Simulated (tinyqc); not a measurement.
CCSD on RHF in the sto-3g basis, frozen core, for BH3, spin multiplicity 1, step by step. One step of it, computed by the program tinyqc.

Problem. CCSD: starting amplitudes. t_ij^ab = <ij||ab> / (e_i + e_j - e_a - e_b), whose energy is MP2.

orbital energies (hartree): MO1 -7.421021, MO2 -0.645432, MO3 -0.444729, MO4 -0.444574, MO5 0.241716, MO6 0.618517, MO7 0.698224, MO8 0.698665

Two-electron integrals over orbitals (pq|rs), unique and non-zero (hartree); the lowest 1 orbital is frozen and left out:
```
(22|22) 0.436680    (32|22) 4.08e-06    (32|32) 0.118841    (33|22) 0.429722
(33|32) 0.063769    (33|33) 0.481587    (42|42) 0.118795    (43|42) -0.063781
(43|43) 0.049630    (44|22) 0.429700    (44|32) -0.063798   (44|33) 0.382368
(44|44) 0.481596    (52|22) -0.000757   (52|32) -3.09e-07   (52|33) -0.000668
(52|44) -0.000667   (52|52) 0.068768    (53|22) -2.89e-07   (53|32) -0.001398
(53|33) -0.001382   (53|44) 0.001382    (53|52) 3.26e-06    (53|53) 0.016913
(54|42) -0.001396   (54|43) 0.001382    (54|54) 0.016911    (55|22) 0.458906
(55|32) 0.000008    (55|33) 0.425588    (55|44) 0.425576    (55|52) 0.008797
(55|53) 7.25e-07    (55|55) 0.586886    (62|22) 0.044534    (62|32) -0.000009
(62|33) 0.021452    (62|44) 0.021527    (62|52) -0.000295   (62|53) 2.81e-06
(62|55) 0.110426    (62|62) 0.071835    (63|22) 0.000040    (63|32) -0.043863
(63|33) -0.041627   (63|44) 0.041689    (63|52) 4.33e-06    (63|53) 0.001597
(63|55) 0.000106    (63|62) 0.000140    (63|63) 0.061025    (64|42) -0.043705
(64|43) 0.041601    (64|54) 0.001593    (64|64) 0.060867    (65|22) -0.003226
(65|32) 0.000006    (65|33) -0.001381   (65|44) -0.001387   (65|52) 0.064252
(65|53) 0.000021    (65|55) 0.000254    (65|62) -0.005615   (65|63) -4.88e-06
(65|65) 0.065693    (66|22) 0.430875    (66|32) 0.000256    (66|33) 0.428677
(66|44) 0.428385    (66|52) -0.005833   (66|53) -0.000005   (66|55) 0.451495
(66|62) 0.027971    (66|63) -0.000097   (66|65) -0.007368   (66|66) 0.446134
(72|42) -0.001602   (72|43) 0.023487    (72|54) 0.002018    (72|64) 0.045968
(72|72) 0.048700    (73|42) 0.049175    (73|43) -0.023731   (73|54) -0.001128
(73|64) -0.030934   (73|72) -0.009902   (73|73) 0.034741    (74|22) 0.048678
(74|32) 0.049193    (74|33) 0.053000    (74|44) 0.005552    (74|52) 0.003460
(74|53) -0.001128   (74|55) 0.100736    (74|62) 0.069225    (74|63) -0.030939
(74|65) -0.001679   (74|66) 0.027692    (74|74) 0.105778    (75|42) 0.004600
(75|43) -0.002278   (75|54) 0.016196    (75|64) -0.001891   (75|72) 0.000572
(75|73) 0.001937    (75|75) 0.020594    (76|42) 0.107597    (76|43) -0.058219
(76|54) -0.001831   (76|64) -0.046572   (76|72) -0.007071   (76|73) 0.051395
(76|75) 0.004048    (76|76) 0.110484    (77|22) 0.450849    (77|32) -0.029055
(77|33) 0.412974    (77|44) 0.479725    (77|52) 0.001480    (77|53) 0.001342
(77|55) 0.473224    (77|62) 0.048302    (77|63) 0.037344    (77|65) -0.001090
(77|66) 0.455634    (77|74) 0.045137    (77|77) 0.520544    (82|22) -0.000068
(82|32) -0.001608   (82|33) -0.023510   (82|44) 0.023443    (82|52) 4.25e-07
(82|53) 0.002018    (82|55) -0.000138   (82|62) -0.000022   (82|63) 0.045987
(82|65) 0.000006    (82|66) -0.000069   (82|74) -0.009985   (82|77) 0.029953
(82|82) 0.048696    (83|22) 0.048689    (83|32) -0.049102   (83|33) 0.005644
(83|44) 0.052965    (83|52) 0.003461    (83|53) 0.001127    (83|55) 0.100747
(83|62) 0.069256    (83|63) 0.031019    (83|65) -0.001684   (83|66) 0.027453
(83|74) 0.039649    (83|77) 0.067366    (83|82) 0.009770    (83|83) 0.105679
(84|42) 0.049213    (84|43) -0.023775   (84|54) -0.001130   (84|64) -0.031001
(84|72) -0.009959   (84|73) 0.031461    (84|75) 0.001939    (84|76) 0.051441
(84|84) 0.034806    (85|22) 3.68e-06    (85|32) 0.004602    (85|33) 0.002280
(85|44) -0.002278   (85|52) -0.000075   (85|53) 0.016198    (85|55) -8.39e-07
(85|62) 0.000006    (85|63) -0.001898   (85|65) -0.000054   (85|66) 0.000018
(85|74) 0.001940    (85|77) -0.000863   (85|82) 0.000572    (85|83) -0.001933
(85|85) 0.020597    (86|22) 0.000022    (86|32) 0.107698    (86|33) 0.058300
(86|44) -0.058295   (86|52) 0.000007    (86|53) -0.001836   (86|55) 0.000020
(86|62) 1.76e-06    (86|63) -0.046820   (86|65) 0.000012    (86|66) 0.000269
(86|74) 0.051463    (86|77) -0.029993   (86|82) -0.007155   (86|83) -0.051317
(86|85) 0.004052    (86|86) 0.110651    (87|42) -0.029180   (87|43) 0.033459
(87|54) 0.001344    (87|64) 0.037319    (87|72) 0.030034    (87|73) -0.011197
(87|75) -0.000868   (87|76) -0.030067   (87|84) -0.011241   (87|87) 0.034577
(88|22) 0.450883    (88|32) 0.028803    (88|33) 0.479612    (88|44) 0.413120
(88|52) 0.001480    (88|53) -0.001338   (88|55) 0.473257    (88|62) 0.048223
(88|63) -0.037119   (88|65) -0.001087   (88|66) 0.455813    (88|74) 0.067282
(88|77) 0.451651    (88|82) -0.030065   (88|83) 0.045331    (88|85) 0.000856
(88|86) 0.029786    (88|88) 0.520464
```

Give: Starting amplitudes; correlation energy.

Solution.

Starting amplitudes (spin orbitals 1a, 1b, ...; amplitudes related by a flip of all spins are not repeated; the 24 largest):
```
from      to       t
4a 4b  7a 7b  -0.046
3a 3b  8a 8b  -0.046
2a 2b  5a 5b  -0.039
2a 3b  6a 8b  -0.029
2a 4b  6a 7b  -0.029
3a 3b  6a 6b  -0.029
4a 4b  6a 6b  -0.029
2a 2b  6a 6b  -0.028
2a 3b  6b 8a   0.019
2a 4b  6b 7a   0.019
2a 2b  7a 7b  -0.018
2a 2b  8a 8b  -0.018
3a 4b  7b 8a   0.017
4a 4b  8a 8b  -0.015
3a 3b  7a 7b  -0.015
3a 3b  6a 8b  -0.014
4a 4b  6a 8b   0.014
3a 4b  6a 7b   0.014
3a 4b  6b 7a  -0.014
3a 4b  7a 8b  -0.014
4a 4b  5a 5b  -0.012
3a 3b  5a 5b  -0.012
2a 3a  6a 8a  -0.010
2a 4a  6a 7a  -0.010
```

correlation energy = -0.03974 hartree
